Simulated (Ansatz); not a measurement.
Harmonic frequencies (cm⁻¹) at PBE0-D4/def2-TZVP from Ansatz: 595, 595, 810, 1073, 1707, 1707.

Which molecule is it?
A. `F[C+](F)F`
B. `[C-]#C`
C. `[CH3+]`
D. `[NH4+]`

A.
